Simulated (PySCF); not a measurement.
## Working out the ionisation energy of Ne

Ne [Ne] (1S) → Ne⁺ [He] 2s2 2p5 (2P). All numbers are calculated (PySCF 2.14, the spin-free X2C one-electron Hamiltonian (Gaussian nucleus), in x2c-QZVPPall with one added diffuse shell each of s, p, d, f type (8s5p4d3f1g, 73 functions)). Frozen: nothing. Energies in hartree (1 hartree = 27.21139 eV):

```json
{"part": "UHF", "Ne (lower)": "-128.684507", "Ne⁺ (upper)": "-127.962784"}
{"part": "CCSD correlation", "Ne (lower)": "-0.317015", "Ne⁺ (upper)": "-0.251437"}
{"part": "(T)", "Ne (lower)": "-0.005751", "Ne⁺ (upper)": "-0.003141"}
```

Q: What does Hartree-Fock give?

A: (-127.962784) − (-128.684507) = 0.721723 hartree = 19.639 eV.

Q: What do CCSD and CCSD(T) give?

A: The CCSD correlation energies differ by 0.065578 hartree = 1.784 eV and the triples by 0.002610 hartree = 0.071 eV, so CCSD gives 21.423 eV and CCSD(T) 21.494 eV.

Measured between the centres of the two terms (NIST): 21.597 eV, so CCSD(T) (valence and next inner shell) is off by -0.103 eV.

What remains against the reference includes basis incompleteness and higher excitations.
